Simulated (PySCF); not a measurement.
# Chlorine: a sound run and one with changed settings

Sound run: Cl [Ne] 3s2 3p5, Cl⁺ [Ne] 3s2 3p4. All numbers are calculated (PySCF 2.14, no relativity, point nucleus, in cc-pV(D+d)Z (4s3p2d, 23 functions)). The sound run starts from symmetry-adapted Hartree-Fock orbitals and uses a fine grid where one is needed.

Changed run: initial guess atom, at most 5 SCF cycles. This setting is unsound on purpose.

| species | method | sound run (hartree) | changed run (hartree) | converged |
| --- | --- | --- | --- | --- |
| Cl | UHF | -459.47140 | -459.47140 | no |
| Cl | TPSS | -460.16056 | -460.16056 | no |
| Cl | LDA | -458.63852 | -458.63852 | no |
| Cl⁺ | UHF | -459.03729 | -459.03729 | no |
| Cl⁺ | TPSS | -459.68554 | -459.68554 | no |
| Cl⁺ | LDA | -458.15520 | -458.15520 | no |

The SCF was stopped early; the energies are upper bounds that still move, and correlated levels were skipped or rest on poor orbitals.
